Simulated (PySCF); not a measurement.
Species: CFCl3.
Cartesian coordinates in Å at the GFN2-xTB level; atoms count from 1:
```xyz
5
CCl3F angstrom
F      0.060   -0.141    1.396
C      0.005   -0.006    0.067
Cl    -0.458    1.661   -0.313
Cl     1.603   -0.371   -0.604
Cl    -1.201   -1.140   -0.563
```

Computed, not measured: B97-2/pcSseg-0 in PySCF (dipole) on a GFN2-xTB geometry, gas phase.

Masses are those of the commonest isotopes; rigid-rotor values at the optimised geometry. 

(1) What are A, B and C (MHz)?

(2) Classify the top.

(3) What does the inertial defect say?

(4) Give the other two planar moments, Paa and Pbb, and the rms extents of the mass along the axes.

(5) Where do the R-branch lines fall?

Answers

(1) Ia = 206.75, Ib = 206.79, Ic = 295.71 u·Å²; 505379 MHz·u·Å²/I gives A = 2444, B = 2444, C = 1709 MHz.

(2) An oblate symmetric top, as the point group C3v requires two equal moments: κ = (2 × 2444 − 2444 − 1709)/(2444 − 1709) = 1.00.

(3) Not planar: Δ = Ic − Ia − Ib = -117.84 u·Å². For a rigid frame Δ = −2 Σ m c², so Σ m c² = 58.92 u·Å² lies off the ab plane. The atom farthest from that plane is 1.59 Å away.

(4) Paa = Σ m a² = (Ib + Ic − Ia)/2 = 147.88 and Pbb = Σ m b² = (Ia + Ic − Ib)/2 = 147.83 u·Å². With the mass M = 135.90 u, the rms extents √(P/M) along a, b and c are 1.04, 1.04, 0.66 Å.

(5) The dipole of 0.36 D lies along the symmetry axis, so ΔK = 0 and J+1 ← J falls at 2B(J+1) for every K: 4.89 GHz, 9.78 GHz, 14.66 GHz, 19.55 GHz, 24.44 GHz for J = 0 to 4.

Not checked by GFN2-xTB frequencies. No vibrational averaging or centrifugal distortion is included, and the geometry carries the error of its method.
